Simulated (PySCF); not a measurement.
AlH⁺ at PBE0

Level: PBE0. basis Al def2-TZVP, H def2-TZVP; no relativity; PySCF 2.14.

For AlH⁺, the state is ²Σ⁺ (doublet), unpaired electrons σ ↑, the bond length is 1.619 Å and the harmonic wavenumber is 1664 cm⁻¹. The force constant is 1.59 mdyn/Å and the rotational constant Be is 6.622 cm⁻¹. The anharmonicity ωexe is 63.7 cm⁻¹. The vibration–rotation constant αe is 0.289 cm⁻¹ and the well depth De to Al⁺ + H is 92 kJ/mol. The dissociation energy D0 is 82 kJ/mol and the bond order (Mayer) is 0.85. The dipole moment (positive dipole points towards H; it is taken about the centre of mass and depends on that origin) is -0.35 D.

For an ion De counts to the pair picked by the measured ionisation energies or electron affinities, which need not be the lowest pair at this level. The state is the lowest determinant that a PBE0 search found; another state may lie lower at other levels.
